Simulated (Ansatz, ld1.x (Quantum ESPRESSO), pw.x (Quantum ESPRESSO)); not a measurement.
# From atom to crystal: RRKJ potential for cadmium (Cd)

```
Element                 : cadmium
Generator               : ld1.x (Quantum ESPRESSO) 7.5
Type                    : norm-conserving RRKJ (Kleinman–Bylander form)
Functional              : LDA (PW92)
Relativity              : scalar-relativistic
Frozen core             : [Kr]
Valence charge          : 12
Reference configuration : 4d10 5s1.75 5p0 (charge +0.25)
Partial waves           : 5p (bound, empty): rc 2.90 bohr; 4d (bound): rc 1.35 bohr; 5s (bound): rc 1.80 bohr
Local potential         : the s channel
Core correction         : Bessel-smoothed model core inside 0.90 bohr
rho0                    : 0.005
```

Atomic tests: cutoffs needed: 70 Ry and 90 Ry (the cutoffs (Ry, on a coarse ladder) from which the occupation-weighted sum of valence levels, in a spherical-Bessel basis at the reference potential, stays within 10 and 1 mRy of its value at 400 Ry); ghost test: no extra level below or beside the all-electron valence levels (p, d, s, f tested) (spherical-Bessel basis up to 400 Ry, 20 bohr box); largest excitation error: -1012 meV (all-electron minus pseudo) for 4d8 5s0 5p0, out of 7 test configurations.

Crystal test: diamond Cd in pw.x 7.5, no spin, 8³ k-points, Fermi–Dirac smearing 0.01 Ry, cutoffs 110/440 Ry. The reference is all-electron LAPW (Ansatz 0.2.0) with the same functional, mesh and smearing; V0 and B0 come from Birch–Murnaghan fits to the pressures at five volumes. Errors are pseudo minus all-electron; Δ is the rms difference of the E(V) curves that follow from these fits, minima aligned, over ±6 % about the mean V0. Mesh and smearing are coarse, so the numbers serve the comparison and aren't converged zero-temperature values; the lattice is a test structure that the element need not adopt.

| V (Å³/atom) | P all-electron (GPa) | P pseudo (GPa) |
| --- | --- | --- |
| 29.934 | 1.69 | 2.66 |
| 30.722 | 0.77 | 1.63 |
| 31.510 | -0.02 | 0.75 |
| 32.298 | -0.68 | 0.01 |
| 33.086 | -1.23 | -0.62 |

All-electron: a0 = 6.316 Å (V0 = 31.49 Å³/atom), B0 = 28.8 GPa.

Pseudopotential: mean pressure error (GPa): +0.78; a0 (Å): 6.370; a0 error (%): +0.86; B0 error (%): -3.3; Δ (meV/atom): 5.1. The largest radius (2.90 bohr) exceeds half the bond length (2.58 bohr), so the spheres overlap, which is one possible source of error among others. This is a poor potential for the solid.

Question: At the middle volume, how do free energy and pressure move when the wave cutoff is lowered (ecutrho kept at four times it)?

Answer:

| cutoff (Ry) | shift of F (meV/atom) | shift of P (GPa) |
| --- | --- | --- |
| 50 | +4340.2 | -115.26 |
| 66 | +229.0 | -11.23 |
| 88 | +5.1 | +0.05 |

The run at the middle volume (29 k-points, 8 iterations) took about 47 s on one core of a shared host (Neoverse-V2, 96 threads, 371 GiB, load 18).
